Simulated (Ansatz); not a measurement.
# SiNH3 (triplet): the correlation ladder at distance N1–H4 along a hydrogen transfer = 1.223 Å, cc-pVDZ

Aim: climb from Hartree-Fock through coupled cluster and multireference methods for SiNH3 (triplet) at one geometry and basis, and see what each rung misses.

Computed with Ansatz 0.2.0, Gaussian basis. Level: cc-pVDZ, core rule «outside noble gas», up to 6 orbitals frozen.

Plan: UHF; CCSD(T) on ROHF; CCSD(T) on UHF; BCCD(T) on ROHF; CISD; CCSDT(Q) on ROHF; CCSDT(Q) on UHF; CASSCF and MRCISD+Q, 4 electrons in 4 orbitals; CASSCF and NEVPT2, 4 electrons in 4 orbitals.

8 further runs of the same task are left out: 2 for a mislabelled method, 3 that didn't finish, 3 set aside as unsound or not needed.

### Step 1. What is computed

The geometry derives from fragments relaxed apart (PBE0/def2-TZVP) and kept rigid, so it is no stationary point. A hydrogen atom is moved between rigid fragments.

5 atoms, charge 0, spin multiplicity 3.

Atoms are counted from 1 here; the program's logs count them from 0.

Bond lengths: N1–H2 1.012 Å, N1–H3 1.012 Å, N1–H4 1.223 Å, H4–Si5 1.598 Å. Angles: H2–N1–H3 107.1°, H2–N1–H4 107.1°, H3–N1–H4 107.1°, N1–H4–Si5 180.0°.

### Step 2. UHF

in.yaml

```yaml
crystal:
  periodic: [false, false, false]
  atoms:
    - {symbol: N, position_ang: [-1.770161, -0.012635, -0.019666]}
    - {symbol: H, position_ang: [-2.067441, 0.955198, -0.019665]}
    - {symbol: H, position_ang: [-2.067440, -0.414934, 0.860594]}
    - {symbol: H, position_ang: [-0.547161, -0.012635, -0.019666]}
    - {symbol: Si, position_ang: [1.050839, -0.012634, -0.019666]}
basis:
  gaussian: {orbitals: cc-pVDZ}
magnetization: {spin_polarized: true, initial_magnetization: 2}
hamiltonian: {xc: hf}
output: {orbitals: {seedname: orbitals}}
```

Launch:

```
ansatz run in.yaml --threads 1 --pin off --events-out ev --progress --plain --max-ram 2393MiB
```

Further steps of the session: CCSD(T) on ROHF; CCSD(T) on UHF; BCCD(T) on ROHF; CISD; CCSDT(Q) on ROHF; CCSDT(Q) on UHF; CASSCF and MRCISD+Q, 4 electrons in 4 orbitals; CASSCF and NEVPT2, 4 electrons in 4 orbitals.

Before running them: what should the planned runs give, taken together? Wanted: UCCSDT(Q) below the RHF energy; RMP2 from UCCSDT(Q); UMP2 from UCCSDT(Q); RCCSD from UCCSDT(Q); RCCSD(T) from UCCSDT(Q); UCCSD(T) from UCCSDT(Q); RCCSDT(Q) from UCCSDT(Q); NEVPT2 pair from UCCSDT(Q); MRCISD+Q pair from UCCSDT(Q).

The runs gave:

```
                         quantity                      value
   UCCSDT(Q) below the RHF energy                 -8.1074 eV
              RMP2 from UCCSDT(Q)                +1192.2 meV
              UMP2 from UCCSDT(Q)                +1190.8 meV
             RCCSD from UCCSDT(Q)                 +273.8 meV
          RCCSD(T) from UCCSDT(Q)                  +47.7 meV
          UCCSD(T) from UCCSDT(Q)                  +47.3 meV
         RCCSDT(Q) from UCCSDT(Q)                   +0.6 meV
       NEVPT2 pair from UCCSDT(Q)                +1208.8 meV
     MRCISD+Q pair from UCCSDT(Q)                  +86.1 meV
levels within 1 kcal/mol (43 meV)  RCCSDT, UCCSDT, RCCSDT(Q)
                    T1 diagnostic                      0.027
```

In words: RCCSD(T) misses by +47.7 meV, 0.6 % of the correlation energy. Of the multireference levels listed MRCISD+Q pair comes nearest in total energy (+86.1 meV), which doesn't show that its space is the better one. These misses are within one basis, not against nature; the frozen cores of restricted and unrestricted runs differ, which can shift their rows.
